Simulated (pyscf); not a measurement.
This saddle point was located with ωB97X-D3(BJ)/def2-SVP in PySCF.

```xyz
8

C      0.3559    -0.9542    -0.3487
C      0.1075    -0.3433     0.7852
C      0.2640     0.4824     1.8438
H     -0.3269    -1.6926    -0.7721
H      1.2806    -0.7107    -0.8833
H      0.7198     0.1173     2.7697
H     -0.1791     1.4834     1.8370
Br    -2.0420    -1.1702     1.6441
```
Charge 0, spin multiplicity 2.

Surface: doublet, charge 0. Lowest wavenumbers (cm⁻¹): 319i, 216, 261, 278, 368.

Problem. Name the species on either side of this saddle.

Solution. H₂C=C=CH₂ + Br• ⇌ •H₂C–C(=CH₂)–Br, an addition read from left to right: none broken and Br–C formed. At ωB97M-D3(BJ)/def2-TZVP it lies -3.8 kcal/mol from the left side and +22.8 kcal/mol from the right (each side as separated species at their lowest minima found). On the reactant side the descent ends in what is likely a three-electron adduct, which functionals tend to overbind, 8.9 kcal/mol under the separated species and 2.2 kcal/mol under the saddle at ωB97X-D3(BJ)/def2-TZVP. At ωB97M-D3(BJ) the saddle lies under the separated reactants, which points to a path from their complex (located at ωB97X-D3(BJ) alone). At ωB97X-D3(BJ) the barrier from the zero used here is -6.8 kcal/mol. This is the saddle that the search found; another between the same sides may lie lower. Left out: the spin-orbit lowering of Br, which is large for Br, Se, Te and I. Elements up to Kr have no core potential and no relativistic terms here.
